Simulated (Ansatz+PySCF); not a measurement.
Values are calculated unless marked as measured or tabulated.
# water-dimer → 2 H2O

water-dimer (charge 0, multiplicity 1):
```yaml
atoms:
  - { symbol: O, position_ang: [-1.4561, -0.1570, 0.0000] }
  - { symbol: H, position_ang: [-1.9051, 0.6936, 0.0000] }
  - { symbol: H, position_ang: [-0.5160, 0.0878, 0.0000] }
  - { symbol: O, position_ang: [1.3735, 0.1618, 0.0000] }
  - { symbol: H, position_ang: [1.5409, -0.4099, -0.7584] }
  - { symbol: H, position_ang: [1.5409, -0.4099, 0.7584] }
```

H2O (charge 0, multiplicity 1):
```tsv
atom	x (Å)	y (Å)	z (Å)
O	0.0000	0.0000	-0.1197
H	0.0000	0.7542	0.4787
H	0.0000	-0.7542	0.4787
```

Shapes relaxed with PBE0/def2-SVP. Single points in def2-SVP with Ansatz (development build ahead of 0.2.0), no zero-point energy. Correlated methods freeze no orbital on H to Be, one on B to Mg, five on Al to Zn, nine on Ga to Sr.

```json
{"method": "CCSD (restricted)", "reaction energy": "0.297 eV"}
{"method": "CCSD(T) (restricted)", "reaction energy": "0.309 eV"}
{"method": "HF (restricted)", "reaction energy": "0.230 eV"}
{"method": "MP2 (restricted)", "reaction energy": "0.324 eV"}
{"method": "PBE0 (restricted)", "reaction energy": "0.363 eV"}
{"method": "r2SCAN (restricted)", "reaction energy": "0.352 eV"}
{"method": "wB97X (restricted)", "reaction energy": "0.381 eV"}
```

(1) What does PBE (restricted) give?

## Answers

(1) 0.402 eV.
